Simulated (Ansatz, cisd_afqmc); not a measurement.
System: N2H, charge 0, doublet.
NHTBH set geometry:
```xyz
3

N     -0.6429    -0.0846     0.0000
N      0.4799    -0.0846     0.0000
H      1.1414     1.1839     0.0000
```
Charge 0, spin multiplicity 2.

Total energies in aug-cc-pVDZ, 11 correlated electrons, 2 frozen orbitals. UHF or UKS for unpaired electrons; spin-orbit terms are left out. Cores are frozen in correlated methods. No relativity. The Monte Carlo rows (phaseless AFQMC, CISD trial, step 0.005/hartree) carry one-sigma bars that omit the constraint's bias. Outlying blocks are dropped, and bars are widened where a walk drifts. Over all cases where full CI ran beside it in this data, AFQMC minus full CI had a median of +0.1 mEh and passed +0.4 mEh in a tenth of the cases. The UHF reference of HN2 (saddle point or complex, doublet) is spin-contaminated (<S^2> up to 0.15 over the pure value in the sets run).

```
method         program         energy (Eh)  minus CCSDT(Q) (mEh)
----------  ----------  ------------------  --------------------
HF              Ansatz          -109.42459                347.40
MP2             Ansatz          -109.73335                 38.64
CCSD            Ansatz          -109.75539                 16.60
CCSD(T)         Ansatz          -109.76948                  2.51
CCSDT(Q)        Ansatz          -109.77199                  0.00
AFQMC/CISD  cisd_afqmc  -109.7712 ± 0.0003             0.8 ± 0.3
```

Rough core times of Ansatz's runs on a shared machine: CCSD(T) under 20 s, CCSDT(Q) 80 s.

Ansatz is a first-principles code.
